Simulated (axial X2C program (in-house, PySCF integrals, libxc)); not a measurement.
## Correcting the dissociation energy of LiO for spin–orbit coupling

A spin-free CCSD(T) curve (one-electron X2C) was computed with an in-house all-electron X2C program for linear molecules (integrals from PySCF), basis O dyall-av3z [7s6p3d2f], Li dyall-cv3z [7s8p2d] (cores contracted in-house), for the state M_S = 1/2, Λ = 1 (beyond evenly filled blocks: π+α, π+β, π-α). It gives D0 = 3.461 eV to O + Li, which in a spin-free picture are the weighted means of the ground terms.

Correlated methods: 7 electrons correlated (number of frozen shells: O 1 s; Li 1 s), 171 virtual spin orbitals or spinors in MP2, 80 natural virtuals in coupled cluster.

Measured levels of the ground terms (NIST Handbook of Basic Atomic Spectroscopic Data), in cm⁻¹: O 3P: J = 2 at 0, J = 1 at 158.3, J = 0 at 227; Li 2S: J = 1/2 at 0.

The two components of the molecular doublet are 117 cm⁻¹ apart in the PBE0 2c search (Ω = 3/2 lower), so the lower one lies 58 cm⁻¹ under their mean.

(1) How far does each ground level lie under the (2J+1)-weighted mean of its term?

(2) Correct D0.

Second-order spin–orbit effects in the molecule, which grow quickly with Z, are left out. The state is a single determinant with fixed occupations, the lowest that a limited PBE0 search found. De is counted from the lowest determinant-based energies of the atoms at the same level, without counterpoise correction. Coupled cluster ran in a truncated set of natural virtual spinors; the MP2 energy of the rest was added. (T) has no such correction and the atoms are truncated less, which lowers De at CCSD(T) by a hundredth of an eV or more. PBE0 can misorder states that lie within some tenths of an eV, so this need not be the ground state of the molecule. The nearest other spin-free determinant of the search, M_S = 1/2, Λ = 0, lies 0.21 eV up at the distance of the search.

Results:

(1) O: (5 × 0 + 3 × 158.3 + 1 × 227)/9 = 78 cm⁻¹; Li: a single level, 0.

(2) D0 = 3.461 + (58 − 78)/8065.5 = 3.459 eV at CCSD(T) with these spin–orbit terms. The direct two-component run gives 3.461 eV; the difference holds second-order terms in the molecule, scalar two-electron terms, the gap between measured and computed atomic splittings (a 2c atom can miss part of its lowering) and, in coupled cluster, the truncation of each run.
